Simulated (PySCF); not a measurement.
**Complete the spectrum of cyclopropyl isocyanate**

Compound: cyclopropyl isocyanate, C₄H₅NO.
InChI=1S/C4H5NO/c6-3-5-4-1-2-4/h4H,1-2H2

Computed with TDDFT wB97X-D/def2-SVPD, vertical, gas phase, core orbitals frozen in the response (PySCF). Isolated species at its PBE0-D3(BJ)/def2-SVP geometry (one conformer only). Torsions of this conformer, `[O:1]=[C:2]=[N:3][CH:4]1[CH2:5][CH2:6]1`: C2–N3–C4–C5 -34°.

Orbital energies (eV): HOMO-3 -12.33, HOMO-2 -11.86, HOMO-1 -10.11, HOMO -9.38, LUMO 2.03, LUMO+1 2.54, LUMO+2 2.89.

Lowest singlets, with some entries withheld (?).

| state | ν̃ (cm⁻¹) | f | main configurations (H = HOMO, L = LUMO) |
| --- | --- | --- | --- |
| S1 | 50850 | ? | H→L (56%), H→L+1 (24%), H→L+4 (13%) |
| S2 | 58250 | ? | H-1→L (38%), H→L+5 (33%), H-1→L+1 (14%) |
| S3 | 59750 | ? | H→L (38%), H→L+1 (31%), H→L+4 (21%) |
| S4 | 63840 | ? | H-1→L+5 (76%) |
| S5 | 64360 | ? | H-1→L (54%), H→L+5 (16%), H-1→L+1 (11%) |
| S6 | 65060 | ? | H→L+2 (47%), H→L+4 (27%), H→L+1 (15%) |
| S7 | 67030 | ? | H→L+2 (44%), H→L+4 (27%), H→L+1 (17%) |
| S8 | 67960 | ? | H→L+3 (88%) |
| S9 | 70110 | ? | H-1→L+1 (37%), H-1→L+2 (33%), H-1→L+4 (10%) |
| S10 | 71810 | ? | H-1→L+2 (34%), H-1→L+4 (26%), H-2→L (20%) |

(1) Fill in the withheld entries.

(2) What is the vertical ionisation energy by ΔSCF at this level?

(3) What is the mean static polarisability from the same response equations?

(4) Which level carries the most intensity, and what share of the listed sum of f?

Results:

(1) 
- S1: f = 0.0006
- S2: f = 0.013
- S3: f = 0.0019
- S4: f = 0.0019
- S5: f = 0.030
- S6: f = 0.0000
- S7: f = 0.011
- S8: f = 0.036
- S9: f = 0.065
- S10: f = 0.0007

(2) 9.75 eV; −ε(HOMO) is 9.38 eV.

(3) 55.2 au (8.18 Å³), with principal values 45.8, 45.9 and 74.0 au.

(4) S9, with f = 0.065 of 0.161, 41%.

Time: 59 s of wall time (with the writing of density and orbital grids); peak memory 0.82 GiB. Hardware: an Arm Neoverse V2 with one thread (shared host).
